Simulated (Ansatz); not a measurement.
in.yaml

```yaml
crystal:
  periodic: [false, false, false]
  atoms:
    - {symbol: Cl, position_ang: [0.000000, 0.372455, 3.147220]}
    - {symbol: B, position_ang: [0.000000, 1.265851, 1.672338]}
    - {symbol: Ge, position_ang: [0.000000, -0.376099, -1.742413]}
    - {symbol: H, position_ang: [0.000000, 0.426654, -3.064797]}
basis:
  gaussian: {orbitals: cc-pVDZ, fitting: {mean_field: def2-universal-jkfit}}
magnetization: {spin_polarized: false, initial_magnetization: 3}
hamiltonian: {xc: {name: B3LYP}}
correlation: {method: dmrg, electrons: outside_noble_gas}
accuracy: high
```

```sh
$ ansatz run in.yaml --threads 1 --pin off --events-out ev --progress --plain --max-ram 2393MiB
```

One thing in this input was set wrong on purpose, beside settings that are merely unusual. What is the gravest fault, and what does the program do?

A method name that the input doesn't accept. How the run ends: refused.
```
Error: YAML parse error: error: line 12 column 23: unknown variant `dmrg`, expected one of mp2, rpa, ccsd, ccsd_t, bccd, bccd_t, ccsdt, ccsdt_q, ccsdt_q_b, ccsdtq, fci, sc_nevpt2, fic_nevpt4_sd, fic_mrcisd_q, fic_mrcisd_q_relaxed
  --> <input>:12:23
   |
10 | magnetization: {spin_polarized: false, initial_magnetization: 3}
11 | hamiltonian: {xc: {name: B3LYP}}
12 | correlation: {method: dmrg, electrons: outside_noble_gas}
   |                       ^ unknown variant `dmrg`, expected one of mp2, rpa, ccsd, ccsd_t, bccd, bccd_t, ccsdt, ccsdt_q, ccsdt_q_b, ccsdtq, fci, sc_nevpt2, fic_nevpt4_sd, fic_mrcisd_q, fic_mrcisd_q_relaxed
13 | accuracy: high
   |
```
